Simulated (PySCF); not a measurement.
Atomic charges against the basis set

Species: C4H7F.
Atom-mapped SMILES: `[CH3:1]/[CH:2]=[C:3](\[CH3:4])[F:5]` (hydrogens: H6, H7, H8 on C1; H9 on C2; H10, H11, H12 on C4)

PBE0 throughout (PySCF), one geometry, spherical d and f functions. Isolated species at its PBE0-D3(BJ)/def2-SVP geometry, gas phase. Atoms taken as equivalent share a column and are averaged. The first 7 of 8 kinds of atom are listed.

Mulliken charges (e):

```
        basis  functions      C1      C2      C3      C4      F5  H6/H7/H8      H9
       STO-3G         32  -0.237  -0.125  +0.095  -0.255  -0.083    +0.083  +0.078
        6-31G         59  -0.544  -0.189  +0.347  -0.559  -0.335    +0.178  +0.172
     pcSseg-0         59  -0.678  -0.286  +0.256  -0.656  -0.363    +0.244  +0.236
       6-31G*         84  -0.573  -0.245  +0.451  -0.622  -0.331    +0.185  +0.173
      cc-pVDZ        105  -0.041  -0.152  +0.056  -0.049  -0.191    +0.053  +0.024
     def2-SVP        105  -0.021  -0.194  +0.107  -0.026  -0.228    +0.049  +0.040
6-311+G(2d,p)        177  -0.614  +0.083  +0.323  -0.516  -0.297    +0.146  +0.115
  aug-cc-pVDZ        178  +0.158  +0.643  +0.580  +0.177  -0.588    -0.074  -0.577
    def2-TZVP        197  -0.323  -0.207  +0.202  -0.362  -0.201    +0.124  +0.124
     IGLO-III        245  -0.368  -0.128  +0.298  -0.399  -0.254    +0.118  +0.105
      cc-pVTZ        248  -0.275  -0.218  +0.228  -0.303  -0.183    +0.101  +0.123
```

IAO charges (e):

| basis | functions | C1 | C2 | C3 | C4 | F5 | H6/H7/H8 | H9 |
| --- | --- | --- | --- | --- | --- | --- | --- | --- |
| STO-3G | 32 | -0.394 | -0.202 | +0.135 | -0.419 | -0.095 | +0.136 | +0.134 |
| 6-31G | 59 | -0.431 | -0.206 | +0.260 | -0.458 | -0.269 | +0.152 | +0.160 |
| pcSseg-0 | 59 | -0.425 | -0.214 | +0.252 | -0.453 | -0.254 | +0.150 | +0.158 |
| 6-31G* | 84 | -0.409 | -0.212 | +0.287 | -0.439 | -0.275 | +0.144 | +0.152 |
| cc-pVDZ | 105 | -0.409 | -0.215 | +0.288 | -0.440 | -0.276 | +0.144 | +0.153 |
| def2-SVP | 105 | -0.401 | -0.211 | +0.286 | -0.431 | -0.276 | +0.141 | +0.150 |
| 6-311+G(2d,p) | 177 | -0.421 | -0.216 | +0.290 | -0.449 | -0.292 | +0.149 | +0.158 |
| aug-cc-pVDZ | 178 | -0.419 | -0.216 | +0.290 | -0.448 | -0.291 | +0.148 | +0.158 |
| def2-TZVP | 197 | -0.421 | -0.218 | +0.294 | -0.450 | -0.291 | +0.149 | +0.158 |
| IGLO-III | 245 | -0.422 | -0.217 | +0.292 | -0.451 | -0.292 | +0.149 | +0.159 |
| cc-pVTZ | 248 | -0.422 | -0.218 | +0.294 | -0.452 | -0.288 | +0.149 | +0.158 |

Hirshfeld charges (e):

```csv
basis,functions,C1,C2,C3,C4,F5,H6/H7/H8,H9
STO-3G,32,-0.033,-0.084,+0.055,-0.042,-0.042,+0.017,+0.020
6-31G,59,-0.095,-0.081,+0.077,-0.103,-0.107,+0.040,+0.044
pcSseg-0,59,-0.100,-0.080,+0.083,-0.108,-0.096,+0.040,+0.039
6-31G*,84,-0.097,-0.084,+0.076,-0.103,-0.095,+0.040,+0.043
cc-pVDZ,105,-0.107,-0.084,+0.075,-0.116,-0.082,+0.042,+0.041
def2-SVP,105,-0.110,-0.083,+0.082,-0.119,-0.090,+0.043,+0.041
"6-311+G(2d,p)",177,-0.112,-0.085,+0.073,-0.120,-0.100,+0.046,+0.048
aug-cc-pVDZ,178,-0.119,-0.085,+0.076,-0.128,-0.096,+0.047,+0.049
def2-TZVP,197,-0.115,-0.084,+0.076,-0.123,-0.096,+0.046,+0.046
IGLO-III,245,-0.119,-0.084,+0.077,-0.128,-0.096,+0.047,+0.047
cc-pVTZ,248,-0.116,-0.084,+0.078,-0.124,-0.091,+0.045,+0.045
```

Some averages cover members that differ in this geometry, most widely: H6/H7/H8, Mulliken in aug-cc-pVDZ -0.247 to +0.012 e.

Question: Which scheme is steadiest as the basis changes?

Answer: Largest range over the bases for any column: Hirshfeld 0.09 e, IAO 0.20 e, Mulliken 0.93 e. Hirshfeld charges move least and Mulliken charges most, counted in e. Without the minimal STO-3G basis the ranges are Hirshfeld 0.03, IAO 0.04, Mulliken 0.93 e.

Question: How much do the charges still move between the two largest bases, IGLO-III and cc-pVTZ?

Answer: At most, over all atoms: Mulliken 0.095 e, IAO 0.004 e, Hirshfeld 0.005 e.

Question: What do the same runs give for the total energy, the frontier levels and the dipole moment?

Answer: 
```json
{"basis": "STO-3G", "energy (Eh)": "-252.8684", "HOMO (eV)": "-4.15", "LUMO (eV)": "4.06", "μ (D)": "0.81"}
{"basis": "6-31G", "energy (Eh)": "-256.1123", "HOMO (eV)": "-6.63", "LUMO (eV)": "1.12", "μ (D)": "1.88"}
{"basis": "pcSseg-0", "energy (Eh)": "-255.5910", "HOMO (eV)": "-6.88", "LUMO (eV)": "0.83", "μ (D)": "1.91"}
{"basis": "6-31G*", "energy (Eh)": "-256.1666", "HOMO (eV)": "-6.51", "LUMO (eV)": "1.21", "μ (D)": "1.50"}
{"basis": "cc-pVDZ", "energy (Eh)": "-256.1862", "HOMO (eV)": "-6.63", "LUMO (eV)": "1.02", "μ (D)": "1.58"}
{"basis": "def2-SVP", "energy (Eh)": "-255.9851", "HOMO (eV)": "-6.72", "LUMO (eV)": "0.93", "μ (D)": "1.65"}
{"basis": "6-311+G(2d,p)", "energy (Eh)": "-256.2524", "HOMO (eV)": "-6.83", "LUMO (eV)": "0.31", "μ (D)": "1.78"}
{"basis": "aug-cc-pVDZ", "energy (Eh)": "-256.2038", "HOMO (eV)": "-6.81", "LUMO (eV)": "-0.07", "μ (D)": "1.75"}
{"basis": "def2-TZVP", "energy (Eh)": "-256.2747", "HOMO (eV)": "-6.80", "LUMO (eV)": "0.75", "μ (D)": "1.69"}
{"basis": "IGLO-III", "energy (Eh)": "-256.2812", "HOMO (eV)": "-6.81", "LUMO (eV)": "0.68", "μ (D)": "1.75"}
{"basis": "cc-pVTZ", "energy (Eh)": "-256.2661", "HOMO (eV)": "-6.76", "LUMO (eV)": "0.81", "μ (D)": "1.64"}
```

The dipole is fixed by the density alone, so its range of 1.10 D shows that the density itself changes with the basis, not only its division among atoms.
